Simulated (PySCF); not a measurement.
Working out the ionisation energy of Al

Al [Ne] 3s2 3p1 (2P) → Al⁺ [Ne] 3s2 (1S). All numbers are calculated (PySCF 2.14, the spin-free X2C one-electron Hamiltonian (Gaussian nucleus), in aug-cc-pVQZ-DK (7s6p4d3f2g, 84 functions)). Frozen: [Ne]. Energies in hartree (1 hartree = 27.21139 eV):

| part | Al (lower) | Al⁺ (upper) |
| --- | --- | --- |
| UHF | -242.315910 | -242.110189 |
| CCSD correlation | -0.051981 | -0.040081 |
| (T) | -0.001277 | 0.000000 |

What does Hartree-Fock give?

(-242.110189) − (-242.315910) = 0.205721 hartree = 5.598 eV.

What do CCSD and CCSD(T) give?

The CCSD correlation energies differ by 0.011900 hartree = 0.324 eV and the triples by 0.001277 hartree = 0.035 eV, so CCSD gives 5.922 eV and CCSD(T) 5.957 eV.

Measured between the centres of the two terms (NIST): 5.977 eV, so CCSD(T) (valence) is off by -0.020 eV.

What remains against the reference includes basis incompleteness, the frozen core and higher excitations.
